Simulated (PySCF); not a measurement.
Gas-phase reaction: (CH₃)₃Si + Si₂H₅ + C₃H₄ (propyne) ⇌ 3 (CH₃)₂Si

Energies from PySCF, thermal terms from the rigid-rotor harmonic-oscillator model, ideal gas at 1 bar. † marks an energy on the PBE0/def2-TZVP geometry and frequencies; other levels use their own. MP2 freezes the core. Open shells (unrestricted): (CH₃)₃Si (multiplicity 2), Si₂H₅ (multiplicity 2); the rest are closed-shell singlets. (CH₃)₃Si, Si₂H₅, (CH₃)₂Si: computed as isolated molecules; such fragments, hydroxides, amides, oligomers or adducts are transient or little studied in the gas. MP2 isn't extrapolated to the basis-set limit.

```tsv
level	ΔH°(298 K), kJ
BLYP/def2-TZVP†	[?]
MP2/def2-SVP†	42
PBE/def2-TZVP†	[?]
PBE0/def2-QZVP†	[?]
PBE0/def2-TZVP	19
r2SCAN/def2-TZVP†	[?]
LDA/def2-TZVP†	-17
ωB97X-V/def2-TZVP†	7
```

What belongs in the gaps?


- BLYP/def2-TZVP†, ΔH°(298 K), kJ: 7
- PBE/def2-TZVP†, ΔH°(298 K), kJ: 12
- PBE0/def2-QZVP†, ΔH°(298 K), kJ: 15
- r2SCAN/def2-TZVP†, ΔH°(298 K), kJ: 53
